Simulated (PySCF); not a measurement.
Rock-salt KF was calculated with MP2 in PySCF (GTH pseudopotentials, Gaussian basis).

The cell has the measured lattice parameters. Conventional cell: a = 5.3440 Å, b = 5.3440 Å, c = 5.3440 Å, α = 90.00°, β = 90.00°, γ = 90.00°.

The correlation energy at a fixed DZ basis:

```json
[
 {"k mesh": "2×2×2", "value (eV/atom)": "-3.2343"},
 {"k mesh": "3×3×3", "value (eV/atom)": "-3.2520"},
 {"k mesh": "4×4×4", "value (eV/atom)": "-3.2564"}
]
```

**Question.** Taking the value to converge with the number of k points N as 1/N, extrapolate from the last two rows.

**Answer.** With y = y∞ + c/w and weights w = 27 and 64 for the last two rows, y∞ = (w2 y2 − w1 y1)/(w2 − w1) = (64 × -3.2564 − 27 × -3.2520)/37 = -3.2596 eV/atom, which lies 0.0032 beyond the last row. Successive pairs of rows give -3.2595, -3.2596. The limit also hangs on the law assumed, so its last digits aren't firm.

The other settings are not extrapolated, so this is the limit in one setting alone.
